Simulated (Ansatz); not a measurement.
Born–Oppenheimer molecular dynamics of AlH$_{4}$NO (7 atoms, charge 0, multiplicity 1). It starts from a relaxed structure.

All numbers below come from Ansatz, RKS CAM-B3LYP-D4/6-31G*.

| Quantity | Value |
| --- | --- |
| ensemble | NVT, Nosé–Hoover chain |
| time step | 1 fs |
| steps asked | 250 |
| set temperature | 700 K |
| thermostat | time constant 100 fs, chain length 3 (defaults) |
| temperature schedule | 62 steps to 700 K, then 188 steps to 2100 K |
| seed | 301217 |

First frame:

```xyz
7
Properties=species:S:1:pos:R:3
Al 0.026 -0.056 0.036
N -0.027 -0.031 1.807
H -0.830 -0.191 2.399
H 0.791 0.156 2.372
H 1.377 0.222 -0.719
O -1.358 -0.378 -0.905
H -2.220 -0.569 -0.522
```

(1) How far do the bonds stretch over the last three quarters of this one trajectory? (Pairs bonded in most of those frames.)

## Answers

(1) 
```
  bond  mean (Å)  spread (Å)  shortest  longest
Al1–N2     1.784       0.057      1.68     1.91
Al1–H5     1.588       0.070      1.48     1.71
Al1–O6     1.708       0.032      1.64     1.77
 N2–H3     1.014       0.019      0.97     1.06
 N2–H4     1.016       0.034      0.95     1.08
 O6–H7     0.976       0.063      0.87     1.08
```

Mean temperature of the second half: 664 K. The conserved energy wandered by up to 8.6 meV per atom (net 0.8 meV per atom), which is poor conservation. The schedule's set-point averaged 1635 K over the second half and the system 664 K, so it lags behind the ramp. A run of 0.25 ps of so small a system gives no equilibrium averages.

The run took 4.4 min on 1 thread of Intel(R) Xeon(R) 6975P-C (Granite Rapids), with other jobs on the host, peak memory 0.13 GiB.
